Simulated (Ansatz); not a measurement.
# CH₄LiO+ (SMILES [Li][CH2][OH2+]): one structure at several levels

The task here is to estimate one member of a computed series from the others.

Computed with Ansatz 0.2.0, Gaussian basis. Level: single points in def2-TZVPP.

Correlated methods freeze the cores. The outer core shell of Li, Na, Mg and K is correlated. B3LYP uses VWN-RPA correlation.

### The system as given

SMILES `[Li][CH2][OH2+]`, 7 atoms, charge 1, spin multiplicity 1.

Atoms are counted from 1 here; the program's logs count them from 0.

Bond lengths: Li1–C2 2.035 Å, C2–O3 1.452 Å, C2–H4 1.161 Å, C2–H5 1.274 Å, O3–H6 0.957 Å, O3–H7 0.888 Å. Angles: Li1–C2–O3 139.8°, Li1–C2–H4 103.8°, Li1–C2–H5 99.7°, O3–C2–H4 109.7°, O3–C2–H5 102.2°, H4–C2–H5 89.3°, C2–O3–H6 108.2°, C2–O3–H7 106.0°, H6–O3–H7 117.9°.

Geometry (Å):

```xyz
7

Li   -1.4461   -1.6963    0.6782
C    -0.3972   -0.1426   -0.1124
O     0.8450    0.5792    0.1006
H    -1.2202    0.5930   -0.4726
H    -0.2657   -0.5580   -1.3093
H     0.7445    1.1218    0.8821
H     1.4871   -0.0346    0.1008
```

The first run:

run/in.yaml reads:

```yaml
crystal:
  periodic: [false, false, false]
  atoms:
    - {symbol: Li, position_ang: [-1.446100, -1.696300, 0.678200]}
    - {symbol: C, position_ang: [-0.397200, -0.142600, -0.112400]}
    - {symbol: O, position_ang: [0.845000, 0.579200, 0.100600]}
    - {symbol: H, position_ang: [-1.220200, 0.593000, -0.472600]}
    - {symbol: H, position_ang: [-0.265700, -0.558000, -1.309300]}
    - {symbol: H, position_ang: [0.744500, 1.121800, 0.882100]}
    - {symbol: H, position_ang: [1.487100, -0.034600, 0.100800]}
basis:
  gaussian: {orbitals: def2-TZVPP}
total_charge: 1
correlation: {method: ccsd_t}
output: {forces: true}
```

No record of the launch command was kept for these runs.

Among the steps run: CCSD(T)/def2-TZVPP; PBE0-D4/def2-TZVPP; wB97M-V/def2-TZVPP; r2SCAN-D4/def2-TZVPP; PBE-D4/def2-TZVPP; BHLYP-D4/def2-TZVPP; B3LYP-D4/def2-TZVPP.

One table of the session follows, with a row left open; its other results are not shown here.

```
   method  RMS force component (eV/Å)  angle to CCSD(T) forces (°)
  CCSD(T)                       2.286                    reference
  PBE0-D4                           ?                            ?
  wB97M-V                       2.300                          1.8
r2SCAN-D4                       2.273                          0.9
   PBE-D4                       2.300                          5.1
 BHLYP-D4                       2.284                          6.4
 B3LYP-D4                       2.298                          1.7
```

**Question.** Estimate the row for PBE0-D4.

**Answer.** RMS force component (eV/Å): 2.261; angle to CCSD(T) forces (°): 2.8. In the column «RMS force component (eV/Å)» it is the lowest.
